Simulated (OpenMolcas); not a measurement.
# B2 (SMILES B#B), step by step

Wanted: a single-point energy (UHF/pcseg-0), then the energy (CASSCF(4,4)/pcseg-0), then the energy (CASPT2(4,4)/pcseg-0), then a single-point energy (SC-NEVPT2(4,4)/pcseg-0), then a single-point energy (MRCI(4,4)/pcseg-0) of B2. 

Program for the calculation: OpenMolcas 26.06.

1 further run of the same task is left out (set aside as unsound or not needed).

**1. Starting point**

B2: 2 atoms, total charge 0, spin state triplet. SMILES: `B#B`. The coordinates come from a GFN2-xTB relaxation.

Bond lengths: B1–B2 1.405 Å.

**2. A single-point energy at UHF/pcseg-0 (run 1)**

The input, coord.xyz:

```xyz
2

B      0.000000     0.000000     0.000000
B      0.000000     0.000000     1.405120
```

The input, step1.inp:

```
* B2 Hartree-Fock
&GATEWAY
BasLib=$CurrDir
Coord=coord.xyz
Basis=pcseg-0
Group=NoSym
&SEWARD
&SCF
UHF
Spin=3
Scramble=0.25
PrOrbitals=1 1
```

The basis set pcseg-0 is read from a file made from the Basis Set Exchange's data (not shown).

Run with:

```console
$ export MOLCAS_MEM=1860
$ pymolcas step1.inp > step1.log
```

Output:

```text
--- Start Module: gateway ---
[...]
--- Stop Module: gateway /rc=_RC_ALL_IS_WELL_ ---
--- Start Module: seward ---
[...]
      Basis functions           18
--- Stop Module: seward /rc=_RC_ALL_IS_WELL_ ---
--- Start Module: scf ---
[...]
       Convergence after  44 Iterations
[...]
::    Total SCF energy                                -48.9718475878
[...]
      Total spin, S                                     1.3034524699
[...]
      Total electronic charge=   10.000000
      Total            charge=   -0.000000
[...]
      Dipole Moment (debye):
      Origin of the operator (angstrom)=    0.0000    0.0000    0.7026
                   X= -4.3120E-06               Y= -7.8593E-06               Z= -1.2780E-05           Total=  1.5611E-05
      Quadrupole Moment (debye*angstrom):
[...]
--- Stop Module: scf /rc=_RC_ALL_IS_WELL_ ---
[...]
```

Wall time 2 s (1 thread of Arm Neoverse V2, shared host); peak memory 0.37 GiB.

**3. The energy at CASSCF(4,4)/pcseg-0 (run 2)**

coord.xyz is that of step 2.

The input, step2.input:

```
* B2 CASSCF

&GATEWAY
  BasLib = $CurrDir
  Coord = coord.xyz
  Basis = pcseg-0
  Group = NoSym

&SEWARD

&RASSCF
  FileOrb = $CurrDir/step1.UnaOrb
  Spin = 3
  Nactel = 4 0 0
  Inactive = 3
  Ras2 = 4
  OrbListing = Nothing
```

The basis set pcseg-0 is read from a file made from the Basis Set Exchange's data (not shown).

Run with:

```console
$ export MOLCAS_MEM=1860
$ pymolcas step2.input > step2.log
```

Output:

```text
--- Start Module: gateway ---
[...]
--- Stop Module: gateway /rc=_RC_ALL_IS_WELL_ ---
--- Start Module: seward ---
[...]
      Basis functions           18
--- Stop Module: seward /rc=_RC_ALL_IS_WELL_ ---
--- Start Module: rasscf ---
[...]
      Number of active orbitals                  4
[...]
      Spin quantum number                      1.0
[...]
      Active orbitals                            4
[...]
      Number of CSFs                            15
[...]
      Number of root(s) required                 1
[...]
      Convergence after  8 iterations
[...]
      printout of CI-coefficients larger than  0.05 for root  1
      energy=     -48.996722
      conf/sym  1111     Coeff  Weight
             3  u2u0  -0.52874 0.27957
            13  u0u2  -0.84878 0.72043
      Natural orbitals and occupation numbers for root  1
      sym 1:   1.000000   0.559131   1.000000   1.440869
      ************************************************************************************************************************
      *                                                    Final results                                                     *
[...]
::    RASSCF root number  1 Total energy:    -48.99672188
[...]
      Total electronic charge=   10.000000
      Total            charge=   -0.000000
[...]
      Dipole Moment (debye):
      Origin of the operator (angstrom)=    0.0000    0.0000    0.7026
                   X= -3.5128E-06               Y= -2.3033E-06               Z=  9.1382E-04           Total=  9.1383E-04
      Quadrupole Moment (debye*angstrom):
[...]
--- Stop Module: rasscf /rc=_RC_ALL_IS_WELL_ ---
[...]
```

Run time: 1.4 s. Hardware: 1 thread of Arm Neoverse V2, shared host; peak memory 0.37 GiB.

**4. A single-point energy at CASPT2(4,4)/pcseg-0 (run 3)**

coord.xyz is that of step 3.

The input, step3.inp:

```
&gateway
 baslib=$CurrDir
 coord=coord.xyz
 basis=pcseg-0
 group=NoSym

&seward

&rasscf
 fileorb=$CurrDir/step2.RasOrb
 spin=3
 nactel=4 0 0
 inactive=3
 ras2=4
 orblisting=Nothing

&caspt2
 imaginary=0.1
 frozen=2
```

The basis set pcseg-0 is read from a file made from the Basis Set Exchange's data (not shown).

Run with:

```console
$ export MOLCAS_MEM=1860
$ pymolcas step3.inp > step3.log
```

Output:

```text
--- Start Module: gateway ---
[...]
--- Stop Module: gateway /rc=_RC_ALL_IS_WELL_ ---
[...]
      Basis functions           18
[...]
--- Start Module: rasscf ---
[...]
      Number of active orbitals                  4
[...]
      Spin quantum number                      1.0
[...]
      Active orbitals                            4
[...]
      Number of CSFs                            15
[...]
      Number of root(s) required                 1
[...]
      Convergence after  4 iterations
[...]
      printout of CI-coefficients larger than  0.05 for root  1
      energy=     -48.996722
      conf/sym  1111     Coeff  Weight
             3  u2u0  -0.52874 0.27957
            13  u0u2  -0.84878 0.72043
      Natural orbitals and occupation numbers for root  1
      sym 1:   1.000000   0.559135   1.000000   1.440865
      ************************************************************************************************************************
      *                                                    Final results                                                     *
[...]
::    RASSCF root number  1 Total energy:    -48.99672188
[...]
      Total electronic charge=   10.000000
      Total            charge=   -0.000000
[...]
      Dipole Moment (debye):
      Origin of the operator (angstrom)=    0.0000    0.0000    0.7026
                   X=  1.0356E-07               Y=  7.4941E-08               Z=  9.2442E-04           Total=  9.2442E-04
      Quadrupole Moment (debye*angstrom):
[...]
--- Stop Module: rasscf /rc=_RC_ALL_IS_WELL_ ---
--- Start Module: caspt2 ---
[...]
 ###    WARNING: User changed nr of frozen orbitals.                         ###
 ###############################################################################
[...]
      E2 (Variational):          -0.0604130982
      Total energy:             -49.0571349772
[...]
      Reference weight:           0.95482
[...]
::    CASPT2 Root  1     Total energy:    -49.05713498
[...]
--- Stop Module: caspt2 /rc=_RC_ALL_IS_WELL_ ---
[...]
```

Run time: 1.5 s. Hardware: 1 thread of Arm Neoverse V2, shared host; peak memory 0.37 GiB.

**5. A single-point energy at SC-NEVPT2(4,4)/pcseg-0 (run 4)**

coord.xyz is that of step 4.

The input, step4.input:

```
&GATEWAY
  BasLib = $CurrDir
  Coord = coord.xyz
  Basis = pcseg-0
  Group = NoSym

&SEWARD

&RASSCF
  FileOrb = $CurrDir/step2.RasOrb
  Spin = 3
  Nactel = 4 0 0
  Inactive = 3
  Ras2 = 4
  OrbListing = Nothing

&CASPT2
  SC-NEVPT2
  Frozen = 2
```

The basis set pcseg-0 is read from a file made from the Basis Set Exchange's data (not shown).

Run with:

```console
$ export MOLCAS_MEM=1860
$ pymolcas step4.input > step4.log
```

Output:

```text
--- Start Module: gateway ---
[...]
--- Stop Module: gateway /rc=_RC_ALL_IS_WELL_ ---
[...]
      Basis functions           18
[...]
--- Start Module: rasscf ---
[...]
      Number of active orbitals                  4
[...]
      Spin quantum number                      1.0
[...]
      Active orbitals                            4
[...]
      Number of CSFs                            15
[...]
      Number of root(s) required                 1
[...]
      Convergence after  4 iterations
[...]
      printout of CI-coefficients larger than  0.05 for root  1
      energy=     -48.996722
      conf/sym  1111     Coeff  Weight
             3  u2u0  -0.52874 0.27957
            13  u0u2  -0.84878 0.72043
      Natural orbitals and occupation numbers for root  1
      sym 1:   1.000000   0.559135   1.000000   1.440865
      ************************************************************************************************************************
      *                                                    Final results                                                     *
[...]
::    RASSCF root number  1 Total energy:    -48.99672188
[...]
      Total electronic charge=   10.000000
      Total            charge=   -0.000000
[...]
      Dipole Moment (debye):
      Origin of the operator (angstrom)=    0.0000    0.0000    0.7026
                   X=  1.0356E-07               Y=  7.4941E-08               Z=  9.2442E-04           Total=  9.2442E-04
      Quadrupole Moment (debye*angstrom):
[...]
--- Stop Module: rasscf /rc=_RC_ALL_IS_WELL_ ---
--- Start Module: caspt2 ---
[...]
 ###    WARNING: User changed nr of frozen orbitals.                         ###
 ###############################################################################
[...]
      E2 (Variational):          -0.0547702672
[...]
      E2 (Variational):          -0.0542994050
      Total energy:             -49.0510212841
[...]
      Reference weight:           0.96384
[...]
::    SC-NEVPT2 Root  1     Total energy:    -49.05102128
[...]
--- Stop Module: caspt2 /rc=_RC_ALL_IS_WELL_ ---
[...]
```

Wall time 1.5 s (1 thread of Arm Neoverse V2, shared host); peak memory 0.37 GiB.

**6. A single-point energy at MRCI(4,4)/pcseg-0 (run 5)**

coord.xyz is that of step 5.

The input, step5.input:

```
>>> EXPORT MOLCAS_PRINT=2

&GATEWAY
  BasLib = $CurrDir
  Coord = coord.xyz
  Basis = pcseg-0
  Group = NoSym

&SEWARD

&RASSCF
  FileOrb = $CurrDir/step2.RasOrb
  Spin = 3
  Nactel = 4 0 0
  Inactive = 3
  Ras2 = 4
  OrbListing = Nothing

&MOTRA
  LumOrb
  Frozen = 2

&GUGA
  Electrons = 6
  Spin = 3
  Inactive = 1
  Active = 4
  CIAll = 1

&MRCI
  SDCI
```

The basis set pcseg-0 is read from a file made from the Basis Set Exchange's data (not shown).

Run with:

```console
$ export MOLCAS_MEM=1860
$ pymolcas step5.input > step5.log
```

Output:

```text
--- Start Module: gateway ---
[...]
--- Stop Module: gateway /rc=_RC_ALL_IS_WELL_ ---
[...]
      Basis functions           18
[...]
      Number of active orbitals                  4
[...]
      Spin quantum number                      1.0
[...]
      Active orbitals                            4
[...]
      Number of CSFs                            15
[...]
      Number of root(s) required                 1
[...]
      Convergence after  4 iterations
[...]
      printout of CI-coefficients larger than  0.05 for root  1
      energy=     -48.996722
      conf/sym  1111     Coeff  Weight
             3  u2u0  -0.52874 0.27957
            13  u0u2  -0.84878 0.72043
      Natural orbitals and occupation numbers for root  1
      sym 1:   1.000000   0.559135   1.000000   1.440865
      ************************************************************************************************************************
      *                                                    Final results                                                     *
[...]
::    RASSCF root number  1 Total energy:    -48.99672188
[...]
      Dipole Moment (debye):
      Origin of the operator (angstrom)=    0.0000    0.0000    0.7026
                   X=  1.0356E-07               Y=  7.4941E-08               Z=  9.2442E-04           Total=  9.2442E-04
      Quadrupole Moment (debye*angstrom):
[...]
      *** WARNING: Default frozen orbitals is overwritten by user input.
      *** Default values:   2
[...]
--- Start Module: guga ---
[...]
--- Stop Module: guga /rc=_RC_ALL_IS_WELL_ ---
--- Start Module: mrci ---
[...]
       (But an ACPF correction will be computed)
       USE THE DEFAULT ACPF G-VALUE GFAC=  0.33333333333333331
[...]
                      CI ENERGY:   -49.07505183
[...]
                ACPF CORRECTION:    -0.00492985
[...]
      Total electronic charge=   10.000000
      Total            charge=    0.000000
[...]
     ACPF CORRECTION:     -0.00492985
[...]
  CI State   1     Total energy:    -49.07505183     QDav:     -0.00763503     QACPF:     -0.00492985
[...]
--- Stop Module: mrci /rc=_RC_ALL_IS_WELL_ ---
[...]
```

Run time: 1.6 s. Hardware: 1 thread of Arm Neoverse V2, shared host; peak memory 0.37 GiB.

**7. Summary of results**

| quantity | value |
| --- | --- |
| run 1, UHF/pcseg-0: total energy | -48.97185 Eh |
| run 1, UHF/pcseg-0: dipole moment | 0.00 D |
| run 1, UHF/pcseg-0: HOMO energy (highest over α and β) | -8.84 eV |
| run 1, UHF/pcseg-0: LUMO energy (lowest over α and β) | -0.29 eV |
| run 1, UHF/pcseg-0: ⟨S²⟩ | 3.002 |
| run 2, CASSCF(4,4)/pcseg-0: total energy | -48.99672 Eh |
| run 2, CASSCF(4,4)/pcseg-0: dipole moment (CASSCF density) | 0.00 D |
| run 3, CASPT2(4,4)/pcseg-0: total energy | -49.05713 Eh |
| run 3, CASPT2(4,4)/pcseg-0: dipole moment (CASSCF density) | 0.00 D |
| run 4, SC-NEVPT2(4,4)/pcseg-0: total energy | -49.05102 Eh |
| run 4, SC-NEVPT2(4,4)/pcseg-0: dipole moment (CASSCF density) | 0.00 D |
| run 5, MRCI(4,4)/pcseg-0: total energy | -49.07505 Eh |
| run 5, MRCI(4,4)/pcseg-0: dipole moment (CASSCF density) | 0.00 D |

In words: ⟨S²⟩ (run 1, UHF/pcseg-0) is 3.00 where a pure triplet has 2.00: the reference is spin-contaminated. The run (run 1, UHF/pcseg-0) may have ended on a state above the lowest.
